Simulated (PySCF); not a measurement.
Species: C5H8.
SMILES with atom numbers: `[CH2:1]=[C:2]1[CH2:3][C@@H:4]1[CH3:5]`

Definitions: NICS(0) = −σiso at the ring centroid; NICS(1) = −σiso and NICS(1)zz = −σzz at ±1 Å along the ring normal z. Level: GIAO KT2/pcSseg-2 (PySCF, non-relativistic, gas phase) on the PBE0-D3(BJ)/def2-SVP geometry, one conformer.

Ring bond lengths (Å): C2–C3 1.464, C3–C4 1.529, C4–C2 1.465.

Give the NICS values of each ring in ppm.

```
    ring                                            type  NICS(0)  NICS(1), two faces  NICS(1)zz, two faces  rms pucker (Å)  centre to ring atoms, mean (Å)
C2–C3–C4  3-membered carbocycle; formal bonds all single    -29.9         -7.4 / -7.6         -17.7 / -19.5            0.00                            0.86
```

What can be read from them?

- C2–C3–C4: mean NICS(1)zz -18.6 ppm, shielded. C3, C4 have four or more neighbours, and the NICS criterion for π rings isn't applied. NICS(0) lies 22 ppm below the mean NICS(1).

What are the shieldings of the ring atoms and their hydrogens in the same run (means over atoms taken as equivalent)?

```tsv
atoms	environment	σ isotropic (ppm)	principal values of the symmetric part, first atom (ppm)
C2	fully substituted alkene carbon	40.4	-52.2, -14.0, 187.3
C3	allylic carbon	169.5	141.3, 160.3, 206.7
C4	allylic carbon	167.4	141.6, 151.7, 209.0
H on C3	methylene hydrogen	29.79	25.0, 26.1, 38.3
H on C3	methylene hydrogen	30.45	25.9, 27.9, 37.5
H on C4	methine hydrogen	29.64	23.9, 27.2, 37.8
```

How do the values depend on the level or the medium?

| level | NICS(0), C2–C3–C4 | mean NICS(1)zz, C2–C3–C4 |
| --- | --- | --- |
| KT2/pcSseg-2, gas | -29.9 | -18.6 |
| PBE0/pcSseg-1, gas | -30.9 | -19.1 |

The geometry is the same throughout.

Hardware: one thread, Arm Neoverse V2 (aarch64), shared host with 96 logical CPUs at a one-minute load of 60. Cost: 40 s, 0.94 GiB resident at most. This is the whole shielding run at KT2/pcSseg-2, SCF included.
